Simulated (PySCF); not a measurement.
**From a raw peak list to a structure**

Formula C5H6O. The spectrum was simulated from the full spin Hamiltonian at 400 MHz with 0.8 Hz Lorentzian lines, from shifts rounded to 0.01 ppm and J to 0.1 Hz, couplings under 1 Hz left out.

```
region  integral (H)    ppm      Hz  height
     1             1  5.991  2396.3       8
     1                5.970  2388.2      15
     1                5.950  2380.0       9
     2             2  5.360  2144.1      33
     2                5.340  2135.8      31
     3             3  2.270   908.0     100
```

- NMR shieldings at PBE0/pcSseg-2/GIAO
- couplings computed with B3LYP/pcJ-2 (without the spin–dipole term)
- structure optimised with PBE0-D3(BJ)/def2-TZVP
- program: PySCF 2.14
- no relativistic terms, a single conformation, averaged over atoms made equivalent by symmetry, fast rotation or ring inversion, in vacuum

δ = σ(ref) − σ, references computed at the same level: 1H vs TMS.

Problem. Analyse the multiplets.

Solution. 1H NMR (400 MHz, computed): δ 5.97 (t, J = 8.2 Hz, 1H), 5.35 (d, J = 8.2 Hz, 2H), 2.27 (s, 3H). These are first-order names from the parameters used; overlap and second-order distortion can hide them in the list.

Problem. What is the compound?

Solution. SMILES C=C=CC(C)=O.

Atom-mapped SMILES (the numbers label the heavy atoms): `[CH2:1]=[C:2]=[CH:3][C:4]([CH3:5])=[O:6]`. Hydrogens are named by the atom that carries them.

δ 5.97: H(C3), hydrogen on a terminal carbon of a cumulated C=C=C unit, coupled to H(C1) (8.2 Hz). δ 5.35: H(C1), hydrogen on a terminal carbon of a cumulated C=C=C unit, coupled to H(C3) (8.2 Hz). δ 2.27: H(C5), hydrogen on a methyl carbon α to a carbonyl.

The data come from this structure; uniqueness wasn't tested.

Splittings below 1 Hz are ignored in the labels, and close J values are merged.
